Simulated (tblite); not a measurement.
Species: H₆NSi₂ (charge -1).
Structure used (GFN2-xTB), in Å, numbered top down from 1:
```
atom  x, y, z in Å
Si1    1.282   -0.566   -0.620
N2     0.379    0.701    0.274
Si3   -1.196    0.165   -0.030
H4     1.535   -1.584    0.484
H5     2.652    0.079   -0.578
H6     0.642    1.016    1.201
H7    -1.590   -1.229    0.273
H8    -1.539    0.465   -1.424
H9    -2.152    0.960    0.822
```

All values are computed: GFN2-xTB (tblite) harmonic vibrations without scaling, gas phase. This tight-binding method is rough: wavenumbers can miss measured ones by several per cent, in bad cases by 10 to 20. Modes of hydrogen on silicon can be 10 to 20 % off. One conformer, not necessarily the lowest.

Harmonic wavenumbers (cm⁻¹): 83.8, 195.2, 287.0, 510.8, 568.0, 597.4, 672.0, 694.5, 724.7, 806.8, 843.9, 883.3, 919.2, 1002.6, 1127.8, 1607.7, 1702.2, 1832.5, 2043.2, 2169.8, 3313.2.

A = 19301, B = 4103, C = 3653 MHz; mass 76.004 u (most abundant isotopes); point group C1, symmetry number 1.

Problem. What is the zero-point energy?

Solution. ½Σν̃ = 11293 cm⁻¹ = 135.09 kJ/mol.

Problem. What is S at 298.15 K and 1 bar for an ideal gas of classical rigid rotors and harmonic oscillators?

Solution. Translation 162.87, rotation 102.60, vibration 45.25: S = 310.7 J/(mol K).

Problem. And Cp and H(298.15 K) − H(0)?

Solution. Cp = 93.30 J/(mol K), of which vibrations give 60.04 (their classical limit is 21 R = 174.6); H(298.15 K) − H(0) = 17.76 kJ/mol without the zero-point energy, 7.84 from vibrations.

Problem. What must be added to the electronic energy to get the Gibbs energy at 298.15 K and 1 bar?

Solution. ZPE + [H(298.15 K) − H(0)] − T·S = 135.09 + 17.76 − 92.64 = 60.21 kJ/mol.

Problem. How do the functions run with temperature in this model?

Solution. 
```
 T (K)  S (J/(mol K))  Cp (J/(mol K))  H − H(0) (kJ/mol)  G − H(0) (kJ/mol)  ln q(vib)
    50          209.1            39.6               1.77              -8.68       0.10
   100          239.2            48.2               3.97             -19.95       0.44
373.15          333.4           109.1              25.36             -99.05       3.10
   500          368.4           130.1              40.61            -143.61       4.55
   750          426.8           157.0              76.80            -243.27       7.39
  1000          474.3           172.8             118.18            -356.09      10.06
```

q(vib) and H(0) count from the zero-point level.

Hindered rotation and anharmonicity are outside this model. Other conformers, if any are populated, would add a mixing term that is left out. The structure is chiral; the term R ln 2 for an equal mix with its mirror image is left out.
